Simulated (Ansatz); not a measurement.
## N2H (dinitrogen monohydride): from total energies to a heat of formation

N2H has 3 atoms, charge 0, and is taken as a doublet. SMILES: `[N]=N`. The coordinates come from a PBE0-D4/def2-TZVP relaxation.

```xyz
3

N     0.7105   -0.6067    0.3262
N    -0.2687   -0.2177   -0.1701
H    -0.4419    0.8244   -0.1561
```

Total energies at RPA@PBE/def2-TZVPPD, 2 core orbitals frozen (Ansatz 0.2.0); the atoms run unrestricted:

```tsv
species	state	energy (Eh)
N2H	doublet	-110.041959
N	quartet	-54.592926
H	doublet	-0.518166
```

Harmonic wavenumbers at UPBE0-D4/def2-TZVP, in cm⁻¹: 1115, 1916, 2825.

Measured heats of formation of the gaseous atoms at 298.15 K, in kJ/mol: N 472.4, H 218.0. Take 1 Eh = 2625.50 kJ/mol, 1 cm⁻¹ = 0.0119627 kJ/mol, RT = 2.479 kJ/mol.

Task: Work out the heat of formation of the gas at 298 K.

Result: 
1. Electronic atomisation energy: 2 × (-54.592926) + (-0.518166) − (-110.041959) = 0.337941 Eh = 887.3 kJ/mol.
2. Zero-point energy: half the sum of the wavenumbers, 2928 cm⁻¹ = 35.0 kJ/mol.
3. Thermal vibrational enthalpy, Σ hcν̃/(exp(hcν̃/kT) − 1): 0.1 kJ/mol. Translation, rotation and pV of a non-linear molecule: 4 RT = 9.9 kJ/mol.
4. The 3 free atoms carry 5/2 RT each: 18.6 kJ/mol.
5. Atomisation enthalpy at 298 K: 887.3 − 35.0 − 0.1 − 9.9 + 18.6 = 860.9 kJ/mol.
6. Sum of the atoms' heats of formation: 1162.8 kJ/mol. Heat of formation: 1162.8 − 860.9 = +301.9 kJ/mol.

The tabulated value is +249.5 kJ/mol (Active Thermochemical Tables), so this level is off by +52.4 kJ/mol, or 5.7 % of the atomisation enthalpy that the table implies (913.4 kJ/mol). Anharmonicity and any spin-orbit splitting of the molecule are left out, and so is core correlation.
